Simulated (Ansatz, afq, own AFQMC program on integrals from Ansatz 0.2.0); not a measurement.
**Where AFQMC and coupled cluster stand for CH2Al, quartet**

| atom | x (Å) | y (Å) | z (Å) |
| --- | --- | --- | --- |
| Al | 0.0000 | -0.0744 | 0.6134 |
| C | 0.0000 | 0.0101 | -1.3080 |
| H | 0.0000 | 1.3217 | 1.4205 |
| H | 0.0000 | 0.5490 | -2.2537 |

Connectivity, by distances: AlH–CH.

Basis cc-pVDZ. Only valence electrons are correlated. Ansatz 0.2.0 and our own AFQMC program on the same integrals; the CISD trial comes from CCSD amplitudes, and released means the phaseless constraint is let go. Free projection: walkers drawn from exp(T), propagated without any constraint. Its projection time is finite, and what remains of the start isn't in its error. Uncertainties: one standard error, sampling alone.

Determinant: UHF, the one that the program's search chose, which needn't be the lowest solution. The geometry is a point of a scan.

No full CI on the walks' own integrals is used here; CCSDT(Q) serves as the reference and is uncertain by about the last step of the cluster series.

Cautions: lower spins were not checked; the ph-AFQMC/CISD walk drifts between its halves (2.5 errors).

```
T1 diagnostic                               : 0.0176
weight of the determinant in the CISD state : 0.910
⟨S²⟩ of the determinant                     : 3.772
size of the correlated space                : 9 electrons in 36 orbitals
```

```json
{"level": "MP2", "correlation energy (eV)": "-3.5382"}
{"level": "CCSD", "correlation energy (eV)": "-4.3774"}
{"level": "CCSD(T)", "correlation energy (eV)": "-4.4752"}
```

Estimate where phaseless AFQMC with the Hartree–Fock trial lies against CCSD(T) on the same integrals.

18.0 ± 26.6 meV below CCSD(T). The gap is under twice the noise, so this walk alone can't tell the two apart.

Reference: CCSDT(Q), correlation energy -4.506 eV. The released energy is read at 2.40 1/Eh (meV from the phaseless value at times in 1/Eh: -5 ± 9 at 0.24, -6 ± 8 at 0.51, -12 ± 8 at 0.99, 5 ± 7 at 1.62, 8 ± 8 at 2.40).

```
         level  E − E(reference) (meV)  share of correlation (%)
       CCSD(T)                    31.1                     99.31
         CCSDT                     5.4                     99.88
   ph-AFQMC/HF             13.0 ± 26.6                     99.71
 ph-AFQMC/CISD              -1.1 ± 6.6                    100.02
released AFQMC               6.5 ± 7.5                     99.86
    free AFQMC             -0.1 ± 12.5                    100.00
```

Free projections are given only where their last times agree within the noise and don't stop above the reference; a slow remainder of the start can still hide under it. A walk keeps the symmetry of its determinant, which the program's search chose and which needn't be the lowest solution, so a lower state of the same spin and another symmetry isn't excluded. Released energies are given only where the last usable release times agree within the noise; a slower fall can still hide under it.
